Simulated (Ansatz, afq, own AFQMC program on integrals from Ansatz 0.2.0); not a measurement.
Two steps: Ansatz 0.2.0 writes the Fock matrix and Cholesky factors of the valence space, and afq projects on them the lowest state that overlaps trial and start.

```yaml
crystal:
  periodic: [false, false, false]
  atoms:
    - {symbol: O, position_ang: [2.165823, 1.561825, 0.823908]}
    - {symbol: Sc, position_ang: [1.537939, -0.112506, 0.443325]}
    - {symbol: Cl, position_ang: [2.913990, -1.961840, 0.636269]}
    - {symbol: O, position_ang: [-0.238015, -0.308145, -0.107127]}
    - {symbol: Si, position_ang: [-1.821135, -0.394974, -0.586015]}
    - {symbol: H, position_ang: [2.403502, 2.473201, 0.998954]}
    - {symbol: H, position_ang: [-2.057840, 0.498484, -1.762350]}
    - {symbol: H, position_ang: [-2.180835, -1.793121, -0.973163]}
    - {symbol: H, position_ang: [-2.723437, 0.037077, 0.526209]}
basis:
  gaussian: {orbitals: def2-SVP}
magnetization: {spin_polarized: false}
correlation: {method: ccsd_t, electrons: outside_noble_gas, hamiltonian_folder: ham}
```

```sh
$ ansatz run in.yaml --threads 1 --pin off --events-out ev --progress --plain --max-ram 15360MiB --backend cuda --devices 0, --max-vram 18GiB
```

afq runs on the folder ham with

```
--method phaseless --trial cisd --walkers 3300 --populations 20 --least-time 60 --time-step 0.005 --steps-per-block 50 --equilibration-blocks 40 --max-blocks 4000 --target-error 0.00033 --factor-cut 1e-05 --seed 7502 --release-times 0.24,0.48,0.8,1.2 --release-step 0.04 --release-every 5 --taylor-order 6
```

Times are imaginary, in 1/Eh. The walk had a cap of 363 s. With eight or more populations the least sampling time is a fifth of least-time, and the error comes from their spread.

```
orbitals 94  electrons 15 15  factors 791 of 1132
reference energy -1660.07583739 Eh
CCSD correlation -0.70583504 Eh in 12 cycles, weight of the determinant in the CISD state 0.7892
energy of the start -1660.781678 Eh
 block  time / (1/Eh)  mean weight  energy / Eh
     1     0.250  1.0002  -1660.754339
     2     0.500  1.0003  -1660.767495
     3     0.750  1.0003  -1660.778100
     4     1.000  1.0005  -1660.785487
     5     1.250  1.0000  -1660.790872
     7     1.750  0.9998  -1660.797345
     9     2.250  0.9992  -1660.799989
    11     2.750  1.0001  -1660.804593
    21     5.250  1.0001  -1660.802070
    31     7.750  1.0003  -1660.800687
    41    10.250  0.9998  -1660.802129
    51    12.750  1.0001  -1660.803594
    61    15.250  0.9995  -1660.801934
    71    17.750  1.0001  -1660.799832
    81    20.250  0.9992  -1660.800446
    91    22.750  0.9996  -1660.803634
   101    25.250  1.0003  -1660.804493
   111    27.750  0.9996  -1660.803399
   121    30.250  1.0002  -1660.803885
   126    31.500  1.0004  -1660.798597
   131    32.750  1.0000  -1660.799143
   141    35.250  1.0002  -1660.801582
   151    37.750  1.0000  -1660.802992
   161    40.250  1.0003  -1660.802001
   171    42.750  1.0008  -1660.802950
   176    44.000  1.0000  -1660.805369
   181    45.250  1.0003  -1660.804446
   191    47.750  1.0000  -1660.802730
   201    50.250  1.0005  -1660.801418
   211    52.750  0.9997  -1660.802211
   221    55.250  1.0001  -1660.802382
   226    56.500  1.0002  -1660.801700
error from the spread of 20 populations
released: time / (1/Eh)  energy / Eh  error  mean overlap
  0.24  -1660.802576  0.000357  0.9961
  0.48  -1660.802503  0.000314  0.9919
  0.80  -1660.802744  0.000482  0.9862
  1.20  -1660.802530  0.000621  0.9820
energy -1660.802576 +/- 0.000247 Eh
(rows thinned)
```

Question: Estimate how long the walk took on 1 × NVIDIA H100 80GB HBM3 with 2 threads of AMD EPYC 7R13 Processor (Zen 3), on a shared host (the card was shared).

Answer: 5.8 min of wall time.

The run passed its tests (sampling time, drift between the halves within three errors, error under three times the target), which doesn't prove that it has relaxed.

Against this walk (error 6.7 meV) on the same determinant: CCSD(T) 88.6 meV higher. The error is statistical and leaves out the bias of the constraint. Released to 0.80 1/Eh the energy moves by -5 ± 15 meV (both errors), within twice the noise.

Cautions: constraint bias not in the error; no relativity below Rb; outer-core shells of the metal frozen.
